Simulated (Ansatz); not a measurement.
A nudged elastic band was laid between two geometries of FH4Si2 (7 atoms, charge 1, multiplicity 1).

The calculation used RKS PBE-D4/def2-SVP in Ansatz.

```json
{
  "movable images": "3",
  "climbing image": "no",
  "spring": "5.0 eV/Å²",
  "optimiser": "quadratic models (default)",
  "start path": "IDPP",
  "force threshold": "0.05 eV/Å",
  "iteration limit": "60",
  "end points": "relaxed"
}
```

First end point:

```xyz
7
Properties=species:S:1:pos:R:3
F -0.720 -1.868 1.330
Si -0.535 -1.121 -0.076
Si 0.456 1.042 -0.024
H -1.026 -2.012 -1.178
H -0.022 1.673 -1.293
H -0.062 1.615 1.256
H 1.910 0.671 -0.015
```

Last end point:

```xyz
7
Properties=species:S:1:pos:R:3
F -2.113 -1.148 -0.016
Si -0.511 -1.136 -0.042
Si 0.552 0.996 0.006
H -0.006 -2.550 -0.057
H -0.424 1.868 -0.718
H 0.635 1.225 1.488
H 1.867 0.746 -0.661
```

Task: What changes between the two ends?

Result: No bond is made or broken. The dihedral F1–Si2–Si3–H5 goes from -157 to -32°. The two ends are copies of one structure, up to a mirror image or an exchange of like atoms.

Task: What energy profile does the band end with?

Result: The forces met the threshold. The highest image is number 3 of 0 to 4, 0.000 eV above the ends, which have the same energy within 2 meV. The top lies less than 8 meV above the higher end, about what the thresholds resolve: that end is a shoulder or a very shallow well. No image climbed, so the highest image needn't sit at the top of the path. So few images can step over the top or miss a turn of the path. Limits of this set-up: the dipole of an ion depends on the origin.

```csv
image,path coordinate (Å),energy (eV),dihedral F1–Si2–Si3–H5 (°)
0,0.00,0.000,-157
1,0.78,0.000,-126
2,1.57,0.000,-93
3,2.35,0.000,-62
4,3.14,0.000,-32
```

Task: What is the geometry of the highest image?

Result: 
```xyz
7
Properties=species:S:1:pos:R:3:forces:R:3
F -1.969 -1.218 0.586 0.00 0.00 0.00
Si -0.510 -1.135 -0.072 0.00 0.00 0.00
Si 0.559 0.990 0.013 0.00 0.00 0.00
H -0.137 -2.480 -0.620 0.00 0.00 0.00
H -0.391 1.826 -0.790 0.00 0.00 0.00
H 0.548 1.270 1.485 0.00 0.00 0.00
H 1.898 0.746 -0.603 0.00 0.00 0.00
```

Time of the run: 46 s on 1 thread of Arm Neoverse N1 (shared host), peak memory 0.11 GiB.
